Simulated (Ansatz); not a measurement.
Input file:

```yaml
crystal:
  periodic: [false, false, false]
  atoms:
    - {symbol: Si, position_ang: [-0.021946, 0.021982, 0.021810]}
    - {symbol: H, position_ang: [0.833904, 0.880727, 0.878641]}
    - {symbol: H, position_ang: [-0.881497, -0.832441, 0.879256]}
    - {symbol: H, position_ang: [-0.876676, 0.877517, -0.839339]}
    - {symbol: H, position_ang: [1.535774, -1.538323, -1.526284]}
basis:
  gaussian: {orbitals: def2-SVPD}
magnetization: {spin_polarized: false}
hamiltonian: {xc: {name: PBE}}
correlation: {method: bccd, electrons: all, diis_vectors: 1}
scf: {omitted_lower_state_checks: [cluster_reference]}
```

```sh
$ ansatz run in.yaml --threads 1 --pin off --events-out ev --progress --plain --max-ram 2393MiB
```

Q: Roughly how long does this take on 1 thread of Arm Neoverse V1, shared host, and how much host memory?

A: 2.4 s wall and 0.18 GiB.

```
these checks for a lower state are left out or cut short: cluster_reference
546 factors; integrals over basis functions are off by at most 1.1e-3 eV
mean field evaluation 1: about -7931.7472 eV, gradient 1.1e1 eV
mean field evaluation 2: about -7931.7467 eV, gradient 1.1e1 eV
mean field evaluation 4: about -7931.3354 eV, gradient 1.1e1 eV
mean field evaluation 8: about -7932.2554 eV, gradient 7.7e-2 eV
mean field -7932.25547307 eV, -291.5050119596 hartree, gradient 3.5e-6 eV, S^2 0.000000; 0 other end points of the search recorded, 0 dependent functions left out
reference -7918.39081609 eV, -290.9954952131 hartree; 9, 9 occupied and 47, 47 virtual orbitals, 546 factors
second order -4.24036920 eV of doubles, -0.41514548 eV of singles
cycle   1  -5.18655290 eV  change   -5.4e-1 eV  update   9.7e-2
cycle   2  -5.44660675 eV  change   -2.6e-1 eV  update   4.7e-2
cycle   3  -5.50837546 eV  change   -6.2e-2 eV  update   2.9e-2
cycle   4  -5.55898908 eV  change   -5.1e-2 eV  update   1.5e-2
cycle   5  -5.57347973 eV  change   -1.4e-2 eV  update   1.0e-2
cycle   6  -5.58810857 eV  change   -1.5e-2 eV  update   5.6e-3
cycle   7  -5.59208072 eV  change   -4.0e-3 eV  update   3.9e-3
cycle   8  -5.59701819 eV  change   -4.9e-3 eV  update   2.1e-3
cycle   9  -5.59840090 eV  change   -1.4e-3 eV  update   1.5e-3
cycle  10  -5.60016508 eV  change   -1.8e-3 eV  update   8.1e-4
cycle  11  -5.60062425 eV  change   -4.6e-4 eV  update   5.8e-4
cycle  12  -5.60128670 eV  change   -6.6e-4 eV  update   3.2e-4
cycle  13  -5.60146692 eV  change   -1.8e-4 eV  update   2.3e-4
cycle  14  -5.60171284 eV  change   -2.5e-4 eV  update   1.2e-4
cycle  15  -5.60177483 eV  change   -6.2e-5 eV  update   8.7e-5
cycle  16  -5.60187049 eV  change   -9.6e-5 eV  update   4.7e-5
cycle  17  -5.60189690 eV  change   -2.6e-5 eV  update   3.4e-5
cycle  18  -5.60193266 eV  change   -3.6e-5 eV  update   1.8e-5
cycle  19  -5.60194163 eV  change   -9.0e-6 eV  update   1.3e-5
cycle  20  -5.60195577 eV  change   -1.4e-5 eV  update   7.1e-6
cycle  21  -5.60196010 eV  change   -4.3e-6 eV  update   5.1e-6
Total energy: -7923.99277619 eV, -291.2013634498 hartree
Checks for a lower state left out: cluster_reference
```
